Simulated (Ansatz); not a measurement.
# Worked example: correlation energy of AsH2⁺, singlet

Geometry: displaced at random from a stationary point.

```xyz
3

As   -0.0006   -0.0285    0.0008
H    -0.0014    1.0281   -1.1012
H     0.0465    1.0874    1.0380
```

Basis cc-pVDZ; Ansatz 0.2.0. Only valence electrons are correlated (noble-gas cores and the filled d shells of p-block atoms frozen), which leaves 6 electrons in 23 orbitals. Prefix R: restricted or restricted open-shell reference. No spin–orbit coupling is included, and no scalar relativity.

Full CI is exact within this basis and frozen core; it isn't the basis-set limit.

Runs differ by some tens of microhartree through their thresholds, so steps under 0.03 kcal/mol mean nothing.

```csv
level,total energy (hartree)
RHF,-2234.981906
RMP2,-2235.071001
RCCSD,-2235.097868
RCCSD(T),-2235.099985
RCCSDT,-2235.100482
RCCSDT(Q),-2235.100576
RCCSDTQ,-2235.100598
full CI,-2235.100600
```

Task: What is the correlation energy at full CI, and what share of it do RMP2 and RCCSDT recover?

Result: E(corr) = -2235.100600 − (-2234.981906) = -0.118694 hartree = -3.230 eV. RMP2: -0.089095 / -0.118694 = 75.06 %. RCCSDT: -0.118576 / -0.118694 = 99.90 %.

Task: By how many kcal/mol does RCCSD(T) miss full CI (1 hartree = 627.509 kcal/mol), and which steps make up the rest?

Result: -2235.099985 − (-2235.100600) = 0.000615 hartree = 0.39 kcal/mol. Steps: RCCSDT − RCCSD(T) = -0.31, RCCSDT(Q) − RCCSDT = -0.06, RCCSDTQ − RCCSDT(Q) = -0.01, full CI − RCCSDTQ = 0.00 kcal/mol. That is within 1 kcal/mol of the reference in this basis, which itself misses far more of the correlation at the basis-set limit.
